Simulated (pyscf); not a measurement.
Single points on ωB97X-D3(BJ)/def2-SVP structures (PySCF, gas phase).

Q: For the elementary gas-phase step `[O]=[W]([F])([F])([F])[Cl]` + `[OH2]` → `[O]=[W]([OH])([F])([F])[F]` + `[ClH]` (singlet surface; Cl–W, H–O broken, O–W, Cl–H formed), what barrier and reaction energy does ωB97M-D3(BJ)/def2-TZVP give, measured from the separated reactants?

A: ΔE‡ = 18.0 kJ/mol, ΔE = +0.2 kJ/mol. Zero-point energy shifts the barrier by -5.0 kJ/mol. It is a four-centre exchange, with an imaginary mode of 864i cm⁻¹. On the reactant side the descent ends in an adduct with a O–W contact, 39.2 kJ/mol under the separated species and 53.6 kJ/mol under the saddle at ωB97X-D3(BJ)/def2-TZVP. On the product side the descent ends in a bound adduct, 37.0 kJ/mol under the separated species and 36.6 kJ/mol under the saddle at ωB97X-D3(BJ)/def2-TZVP. What is counted as formed (O–W) is already present as a longer contact in the reactant adduct; forming that adduct is a step of its own. One saddle was located; it need not be the lowest between these sides. Elements past Kr carry the def2 core potentials, without spin-orbit coupling.
